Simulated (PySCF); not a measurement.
## Which determinant of AlH lies lowest?

Unrestricted PBE0; PySCF, spin-free X2C with a Gaussian nucleus, basis sets Al x2c-SVPall, H x2c-SVPall. Outer shells of the fragments: Al 3s2 3p1; H 1s1.

Followed along the bond (rough minima from three points):

| 2Ms+1 | unpaired | ⟨S²⟩ at the start | R at minimum (Å) | Te (eV) |
| --- | --- | --- | --- | --- |
| 1 | none | 0.00 | 1.67 | 0.00 |
| 3 | σ ↑, π ↑ | 2.00 | 1.61 | 1.67 |

Solutions found at the starting distance of 1.515 Å, counted from the lowest of them; the search is not exhaustive and high or unbound solutions are not listed, so other states can lie among these:

```
2Ms+1  unpaired   term  E (eV)  ⟨S²⟩  ⟨Lz²⟩  μ (D)
    1      none    ¹Σ⁺    0.00  0.00   0.00   0.66
    3  σ ↑, π ↑     ³Π    1.59  2.00   1.00  -0.56
    1  σ ↑, π ↓  mixed    2.05  1.01   1.00  -0.21
    3      π ↑↑    ³Σ⁻    4.65  2.11   0.00  -1.39
    1      π ↑↓  mixed    5.07  1.00   2.01  -1.59
    3      σ ↑↑    ³Σ⁺    5.48  2.00   0.00  -0.84
```

A term symbol is given only where ⟨S²⟩ and ⟨Lz²⟩ are close to those of a pure state; real π, δ and φ orbitals otherwise mix terms. A positive dipole means Al(−)H(+).

Q: Compare the gap between the two lowest followed solutions at the starting distance with the gap between their minima.

A: At PBE0 the second solution (triplet, unpaired electrons σ ↑, π ↑) lies +1.59 eV from the first (singlet, closed shell) at 1.515 Å and +1.67 eV at the minima; the two curves relax by different amounts, since their minima lie near 1.61 and 1.67 Å.

Counting both spins, an empty level lies below a filled one in some of these solutions, because spin and occupation are held.
